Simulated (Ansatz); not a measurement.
## SbH2⁻, triplet: the ladder up to UCCSDT(Q)

Geometry: displaced at random from a stationary point.

```tsv
atom	x (Å)	y (Å)	z (Å)
Sb	0.0844	0.0052	-0.0050
H	-0.0805	0.0136	-2.1043
H	-0.0039	-0.0188	2.1093
```

Basis def2-TZVPD with its core potentials; Ansatz 0.2.0. Only valence electrons are correlated (noble-gas cores and the filled d shells of p-block atoms frozen), which leaves 8 electrons in 65 orbitals. R marks a restricted (for open shells ROHF) determinant, U an unrestricted one. Active spaces: valence = (8e, 6o) chosen from the atoms' valence shells. No spin–orbit coupling is included; scalar relativity enters through the core potentials alone.

Full CI isn't at hand for all of this; UCCSDT(Q) serves as the reference, and is uncertain by about the last step of the cluster series. The frozen core follows each run's orbitals, which can shift R against U totals by a few meV for light atoms and by up to 0.1 eV past Ca.

```
UHF ⟨S²⟩                          : 2.015
T1 diagnostic (RCCSD)             : 0.0595
largest doubles amplitude (RCCSD) : 0.060
T1 diagnostic (UCCSD)             : 0.0509
```

From what is known of these methods and the diagnostics, rank them by the size of their error in total energy against UCCSDT(Q) in def2-TZVPD, smallest first (an estimate: the text doesn't fix the numbers).
A. UCCSD(T)
B. UHF
C. UMP2
D. UCCSD
E. UCCSDT

E (0.20 kcal/mol), A (1.09 kcal/mol), D (5.00 kcal/mol), C (23.11 kcal/mol), B (98.26 kcal/mol).

All errors are against UCCSDT(Q) in def2-TZVPD. T1 is large (0.059) while the doubles stay small, which points to orbital relaxation. Within each family the higher level lies nearer, as is usual though not guaranteed.

Natural occupations of CASSCF (valence space) about the gap: 1.999 1.989 1.948 1.009 1.000 0.055; effectively unpaired electrons, Σ n²(2−n)², 2.02.
